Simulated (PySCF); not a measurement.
Molecule: SMILES CCCCC, C5H12.

Cartesian coordinates in Å; atom numbers follow the order of the lines, from 1:
```xyz
17

C    -2.545   -0.270    0.309
C    -1.239    0.429    0.650
C    -0.016   -0.236    0.034
C     1.298    0.457    0.370
C     2.513   -0.214   -0.250
H    -3.409    0.233    0.768
H    -2.713   -0.293   -0.780
H    -2.543   -1.315    0.661
H    -1.284    1.482    0.318
H    -1.115    0.468    1.747
H     0.032   -1.290    0.364
H    -0.136   -0.275   -1.065
H     1.246    1.510    0.039
H     1.415    0.497    1.468
H     2.440   -0.236   -1.349
H     3.445    0.310    0.011
H     2.611   -1.257    0.092
```

Geometry PBE0-D3(BJ)/def2-SVP throughout; GIAO in PySCF, gas phase, one conformer, non-relativistic; equivalent atoms averaged; basis pcSseg-1.

For orientation, BHandHLYP gives these absolute shieldings σ: C3 146.2, C2/C4 157.0, C1/C5 167.1, H6/H7/H8/H15/H16/H17 30.42, H9/H10/H13/H14 30.31, H11/H12 30.47 ppm.

A run gave: C3 145.7, C2/C4 156.4, C1/C5 166.7, H6/H7/H8/H15/H16/H17 30.32, H9/H10/H13/H14 30.15, H11/H12 30.32 ppm (absolute shieldings σ).

Q: Which functional was used in that run?
A. mPW1PW91
B. B97-D
C. BP86
D. LDA

A: A. C3 tells them apart best: mPW1PW91 gives 145.7, LDA gives 139.0, B97-D gives 139.1, BP86 gives 139.3 ppm.
